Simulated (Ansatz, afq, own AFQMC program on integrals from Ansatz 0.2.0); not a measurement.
## Where AFQMC and coupled cluster stand for N₂H⁻, triplet

```tsv
atom	x (Å)	y (Å)	z (Å)
N	0.0000	-0.1292	0.5306
N	0.0000	0.0784	-0.6154
H	0.0000	0.7060	1.1777
```

Connectivity, by distances: NH–N.

Basis aug-cc-pVDZ. Noble-gas cores (and the filled d shells of Ga–Kr and In–Xe) are frozen. AFQMC by an in-house program on the Cholesky factors that Ansatz 0.2.0 writes for its CCSD(T) run. The CISD trial takes its coefficients from CCSD amplitudes. Released means that phaseless walkers are propagated on without the constraint, phases kept. Uncertainties: one standard error, sampling alone.

Determinant: UHF, the one that the program's search chose, which needn't be the lowest solution. The geometry is a PBE0/def2-TZVP stationary point of this or a neighbouring charge and spin state.

No full CI on the walks' own integrals is used here; CCSDT(Q) serves as the reference and is uncertain by about the last step of the cluster series.

Cautions: another spin lies lower; at this level and basis the anion state lies above a neutral one; unrestricted determinant slightly spin contaminated (⟨S²⟩ 2.09 against 2.00).

- T1 diagnostic: 0.0390
- weight of the determinant in the CISD state: 0.853
- ⟨S²⟩ of the determinant: 2.087
- size of the correlated space: 12 electrons in 53 orbitals

| level | correlation energy (eV) |
| --- | --- |
| MP2 | -8.3621 |
| CCSD | -9.0095 |
| CCSD(T) | -9.3753 |

Problem. Estimate where AFQMC with the constraint released lies against CCSD(T) on the same integrals.

Solution. 5.7 ± 0.7 kJ/mol below CCSD(T).

Reference: CCSDT(Q), correlation energy -9.437 eV. The released energy is read at 2.40 1/Eh (meV from the phaseless value at times in 1/Eh: -11 ± 4 at 0.24, -19 ± 4 at 0.51, -16 ± 5 at 0.99, -28 ± 5 at 1.62, -27 ± 7 at 2.40).

```csv
level,E − E(reference) (kJ/mol),share of correlation (%)
CCSD(T),5.9,99.35
CCSDT,3.9,99.58
ph-AFQMC/CISD,2.8 ± 0.5,99.69
released AFQMC,0.2 ± 0.7,99.98
```

A walk keeps the symmetry of its determinant, which the program's search chose and which needn't be the lowest solution, so a lower state of the same spin and another symmetry isn't excluded. Released energies are given only where the last usable release times agree within the noise; a slower fall can still hide under it.
